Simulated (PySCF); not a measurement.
# C₂H₂N₂OS: magnetic properties

Wanted: magnetic properties for C₂H₂N₂OS (`Sc1cnno1`).

Programs: PySCF 2.14.0, with routines of our own; each step states its level. All values are computed. Atoms count from 0.

### Step 1. The system as given

8 atoms, charge 0, multiplicity 1; geometry from: GFN2-xTB.

### Step 2. Optimising the geometry at PBE0-D3(BJ)/def2-SVP

What the job is given:

```
{"job": {"xc": "PBE0", "basis": "def2-SVP", "d3": "d3bj", "grid": 1, "kind": "geom"}, "charge": 0, "multiplicity": 1}
S      2.042248     0.512472     0.019778
C      0.369699     0.071644     0.002170
C     -0.790033     0.817445    -0.073394
N     -1.801915    -0.071892    -0.046226
N     -1.370773    -1.236877     0.035577
O      0.013190    -1.212922     0.070262
H      2.478470    -0.743944     0.107959
H     -0.931829     1.873488    -0.140691
```

Launch:

```bash
$ OMP_NUM_THREADS=1 python excited_run.py task.json out
```

The driver reads the jobs from task.json and runs them one after another.

Standard output:

```text
step   0  E = -659.51111107  max force = 0.022055
step   1  E = -659.51147341  max force = 0.007874
step   2  E = -659.51224871  max force = 0.004543
step   3  E = -659.51228141  max force = 0.006154
step   4  E = -659.51255106  max force = 0.001581
step   5  E = -659.51257125  max force = 0.001738
step   6  E = -659.51260035  max force = 0.001038
step   7  E = -659.51264263  max force = 0.001604
step   8  E = -659.51265317  max force = 0.001404
step   9  E = -659.51265832  max force = 0.000169
optimisation converged
```

It took 26 s on 1 thread of Arm Neoverse V1, shared host; peak memory 0.54 GiB.

Along the way:

| step | energy from step 0 (eV) | largest force component (eV/Å) |
| --- | --- | --- |
| 0 | 0.0000 | 1.1341 |
| 1 | -0.0099 | 0.4049 |
| 2 | -0.0310 | 0.2336 |
| 3 | -0.0318 | 0.3165 |
| 4 | -0.0392 | 0.0813 |
| 5 | -0.0397 | 0.0894 |
| 6 | -0.0405 | 0.0534 |
| 7 | -0.0417 | 0.0825 |
| 8 | -0.0420 | 0.0722 |
| 9 | -0.0421 | 0.0087 |

Distances of close pairs at the start and the end, largest changes first:

| bond | before (Å) | after (Å) | change (Å) |
| --- | --- | --- | --- |
| N4–O5 | 1.385 | 1.424 | +0.039 |
| C2–H7 | 1.068 | 1.086 | +0.018 |
| S0–H6 | 1.333 | 1.350 | +0.017 |
| C2–N3 | 1.347 | 1.363 | +0.016 |
| C1–O5 | 1.335 | 1.322 | -0.013 |
| C1–C2 | 1.381 | 1.372 | -0.009 |
| S0–C1 | 1.730 | 1.736 | +0.006 |
| N3–N4 | 1.245 | 1.246 | +0.001 |

The next job starts from the end point, and lists it.

| at the end point | value |
| --- | --- |
| point group (found at 0.08 Å tolerance) | Cs |
| rotational constants (GHz, main isotopes) | 10.044, 2.149, 1.770 |
| dipole moment (D) | 3.37 |

### Step 3. Magnetic properties: GIAO KT3/aug-pcSseg-1

What the job is given:

```
{"job": {"kind": "mag", "xc": "KT3", "basis": "aug-pcSseg-1", "isotopologues": 2}, "charge": 0, "multiplicity": 1}
S      1.966551     0.586807    -0.483460
C      0.352778     0.082537    -0.091226
C     -0.707238     0.759509     0.456093
N     -1.726705    -0.142097     0.531232
N     -1.390314    -1.259994     0.095547
O     -0.033968    -1.160103    -0.325336
H      2.347779    -0.628289    -0.932223
H     -0.800203     1.789184     0.787176
```

Level: GIAO KT3/aug-pcSseg-1 magnetisability, rotational g tensor and spin-rotation constants, non-relativistic, gas phase.

Standard output:

```text
coarse grid: 8248 points
cycle   1  E = -666.8213249349  dE =  1.092e+00  |g| = 5.337e-01  |ddm| = 4.800e+00
cycle   2  E = -666.6437120896  dE =  1.776e-01  |g| = 1.094e+00  |ddm| = 1.423e+00
cycle   3  E = -666.8581580340  dE = -2.144e-01  |g| = 2.595e-01  |ddm| = 1.041e+00
cycle   4  E = -666.8700776971  dE = -1.192e-02  |g| = 1.260e-01  |ddm| = 4.816e-01
cycle   5  E = -666.8739261284  dE = -3.848e-03  |g| = 2.477e-02  |ddm| = 1.868e-01
cycle   6  E = -666.8739795034  dE = -5.337e-05  |g| = 2.027e-02  |ddm| = 5.120e-02
cycle   7  E = -666.8740642879  dE = -8.478e-05  |g| = 5.298e-03  |ddm| = 2.674e-02
cycle   8  E = -666.8740719189  dE = -7.631e-06  |g| = 1.168e-03  |ddm| = 1.186e-02
final grid: 78104 points
cycle   9  E = -666.9174740375  dE = -2.166e-04  |g| = 1.707e-02  |ddm| = 2.743e-01
cycle  10  E = -666.9171901262  dE =  2.839e-04  |g| = 4.083e-02  |ddm| = 6.039e-02
cycle  11  E = -666.9175093430  dE = -3.192e-04  |g| = 7.863e-03  |ddm| = 4.978e-02
cycle  12  E = -666.9175217505  dE = -1.241e-05  |g| = 2.857e-03  |ddm| = 1.221e-02
cycle  13  E = -666.9175235652  dE = -1.815e-06  |g| = 5.221e-04  |ddm| = 3.943e-03
cycle  14  E = -666.9175236244  dE = -5.921e-08  |g| = 1.966e-04  |ddm| = 1.011e-03
cycle  15  E = -666.9175236326  dE = -8.200e-09  |g| = 9.100e-05  |ddm| = 3.740e-04
cycle  16  E = -666.9175236345  dE = -1.898e-09  |g| = 3.187e-05  |ddm| = 1.804e-04
cycle  17  E = -666.9175236347  dE = -2.444e-10  |g| = 6.407e-06  |ddm| = 5.616e-05
converged SCF energy = -666.9175236347

Magnetisability tensor (1e-30 J/T^2)
     -778.74        6.34     -141.72
        6.34     -631.82      166.96
     -141.72      166.96    -1115.71
isotropic -842.09   principal values   -1211.43   -742.49   -572.35
isotropic susceptibility -50.712 1e-6 cm^3/mol

Inertial axes            a          b          c
rot. const./GHz     10.0440     2.1492     1.7704
chi total           -44.704    -34.477    -72.954
chi diamagnetic    -191.708   -585.187   -701.743
chi paramagnetic    147.004    550.710    628.789
quadrupole/D A       -4.348      5.631     -1.283
g nuclear            0.5692     0.5131     0.5230
g electronic        -0.6936    -0.5560    -0.5230
g total             -0.1244    -0.0429     0.0001

Spin-rotation constants (kHz, H = +C I.J)
atom  isotope        aa         bb         cc
  3    14N        2.382      0.548      0.122
  4    14N        2.522      0.511      0.273
  6     1H       -1.093      0.102     -0.194
  7     1H       -1.028      0.219     -0.186
  0    33S*       1.693      0.677      0.402
  1    13C*       4.772      0.813      0.336
  2    13C*       3.017      0.769      0.374
  5    17O*      -4.086     -1.302     -0.551
* in the singly substituted isotopologue

Isotopologues: g along a, b, c
2H    at 6,7               -0.1105    -0.0421    -0.0000
34S   at 0                 -0.1244    -0.0418    -0.0001
```

Run time: 29 s. Hardware: 1 thread of Arm Neoverse V1, shared host; peak memory 0.6 GiB.

From this job:

| quantity | value |
| --- | --- |
| magnetisability | -842·10⁻³⁰ J/T² |
| molar susceptibility | -50.7·10⁻⁶ cm³/mol |
| rotational g (a, b, c) | -0.1244, -0.0429, 0.0001 |

The fields below are evaluated on a grid from the run's orbitals.

Frontier orbitals at KT3/aug-pcSseg-1, with the share of their density that lies nearest to each atom:

| orbital | energy (eV) | lies on |
| --- | --- | --- |
| HOMO | -6.36 | S0 36 %; C2 24 %; N4 19 % |
| LUMO | -2.16 | N4 30 %; C1 22 %; N3 20 % |

ELF in a plane through or near 8 of the atoms.

Ten even steps from ' ' (0.00) to '@' (1.00):
```
                                                        
                                                        
                                  ..                    
                                ==##**--                
                      ::::..  ..##@@@@##::              
                    --##%%##::--%%@@@@##..              
          ::==--    --%%%%**##**::==++--                
        ++@@@@@@++    **++++**##==++##======--..        
        %%@@@@@@@@..  --##%%**::==##--##@@%%##==        
        **@@@@@@@@====++::::==::==**==++@@@@%%++        
        ..++%%%%==::**%%**++%%**==%%%%%%%%%%**--        
        ..--**::**++::%%++++%%--%%==++::----::          
        ..==##++--::--++::--++====%%**..                
        ..==%%@@%%%%##--    --%%@@@@@@==                
        ..--##%%%%%%**..    ==@@@@@@@@%%                
            ::--==--::      ..##@@@@@@++                
                                ====::                  
                                                        
                                                        
                                                        
```
The map spans 10.3 Å across and 8.7 Å up, centred on the molecule. Atoms in the plane (x, y in Å): S0 (-1.9, -0.8), C1 (-0.4, -0.1), C2 (0.9, -0.7), N3 (1.8, 0.3), N4 (1.2, 1.4), O5 (-0.2, 1.2), H6 (-2.6, 0.4), H7 (1.2, -1.7).

log10 of the density (e/Å³) in the same plane.

Values, 10 rows by 14 columns:
```
-4.0 -4.0 -4.0 -4.0 -4.0 -4.0 -4.0 -3.9 -3.7 -3.8 -4.0 -4.0 -4.0 -4.0
-4.0 -4.0 -4.0 -4.0 -4.0 -3.7 -3.3 -2.9 -2.5 -2.5 -3.2 -4.0 -4.0 -4.0
-4.0 -4.0 -4.0 -3.6 -3.2 -2.3 -1.5 -1.5 -0.9 -1.0 -2.0 -3.2 -4.0 -4.0
-4.0 -3.7 -2.6 -1.9 -1.9 -1.1  0.6  0.4  1.1  0.3 -1.2 -2.2 -3.3 -3.8
-4.0 -3.2 -1.5 -0.3 -0.4 -0.8  0.4  0.2  0.0  0.6 -0.2 -1.5 -2.8 -3.6
-4.0 -3.0 -1.4 -0.2  0.2  0.0  1.4  0.3  0.3  0.3 -0.4 -1.6 -2.9 -3.8
-4.0 -3.0 -1.6 -0.3  1.2  0.0 -0.5 -0.2  0.3 -0.3 -1.7 -2.5 -3.5 -4.0
-4.0 -3.4 -2.1 -1.1 -0.6 -0.9 -1.8 -1.2 -0.2 -0.6 -2.2 -3.4 -4.0 -4.0
-4.0 -4.0 -3.3 -2.6 -2.4 -2.5 -3.0 -2.6 -2.1 -2.3 -3.2 -4.0 -4.0 -4.0
-4.0 -4.0 -4.0 -4.0 -4.0 -4.0 -4.0 -4.0 -3.7 -3.8 -4.0 -4.0 -4.0 -4.0
```
The map spans 10.3 Å across and 8.7 Å up, centred on the molecule. Atoms in the plane (x, y in Å): S0 (-1.9, -0.8), C1 (-0.4, -0.1), C2 (0.9, -0.7), N3 (1.8, 0.3), N4 (1.2, 1.4), O5 (-0.2, 1.2), H6 (-2.6, 0.4), H7 (1.2, -1.7).

On the surface of density 0.002 e/bohr³ the electrostatic potential runs, from the 1st to the 99th percentile, from -1.23 V near N4 to 1.81 V near H6.

### Step 4. What came out

```
                                              quantity                     value
                                           point group                        Cs
                  rotational constants (main isotopes)     10.04, 2.15, 1.77 GHz
       magnetisability (step 3, GIAO KT3/aug-pcSseg-1)           -842·10⁻³⁰ J/T²
  molar susceptibility (step 3, GIAO KT3/aug-pcSseg-1)        -50.7·10⁻⁶ cm³/mol
rotational g (a, b, c) (step 3, GIAO KT3/aug-pcSseg-1)  -0.1244, -0.0429, 0.0001
                 surface potential, 1st and 99th percentile        -1.23 V and 1.81 V
```

**Reading.** Relaxing lowered the energy by 0.042 eV in 9 steps; the close pair that moved most is N4–O5, from 1.385 to 1.424 Å. No frequency check was run at this level, so the end point may be a saddle. At KT3/aug-pcSseg-1, counted by nearest atom on the grid, the HOMO lies on S0 36 %; C2 24 %, the LUMO on N4 30 %; C1 22 %. Vibrational averaging and real surroundings are missing from these values.
